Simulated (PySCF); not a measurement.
# Curvature of the energy in the electron number along group 14

Calculated with PySCF 2.14, in aug-cc-pVDZ, non-relativistic, aug-cc-pV(D+d)Z, non-relativistic, aug-cc-pVDZ-PP with ECP10MDF, ECP, aug-cc-pVDZ-PP with ECP28MDF, ECP, aug-cc-pVDZ-PP with ECP60MDF, ECP: one orbital is emptied in steps, and each cell gives the departure of E from the straight line at half an electron, in eV (from a cubic fit). The exact functional gives zero.

```csv
species,orbital,LDA,PBE,r2SCAN,PBE0,BHandHLYP,LC-wPBE,wB97X,UHF
C,2p alpha,-1.44,-1.40,-1.28,-0.99,-0.59,-0.26,-0.32,0.25
Si,3p alpha,-0.94,-0.91,-0.84,-0.65,-0.41,-0.02,-0.08,0.13
Ge,4p alpha,-0.92,-0.89,-0.83,-0.63,-0.41,-0.02,-0.09,0.11
Sn,5p alpha,-0.83,-0.80,-0.74,-0.57,-0.38,0.01,-0.07,0.09
Pb,6p alpha,-0.81,-0.78,-0.71,-0.56,-0.37,0.01,-0.06,0.08
```

Problem. How does the mean departure depend on the functional?

Solution. LDA -0.99 eV; PBE -0.96 eV; r2SCAN -0.88 eV; PBE0 -0.68 eV; BHandHLYP -0.43 eV; LC-wPBE -0.05 eV; wB97X -0.13 eV; UHF 0.13 eV. Semilocal functionals are convex (delocalisation error), Hartree-Fock is concave or straight, and exact exchange removes curvature roughly in proportion to its share, so among the functionals the range-separated hybrids usually come closest to zero.

No spin-orbit coupling is included.
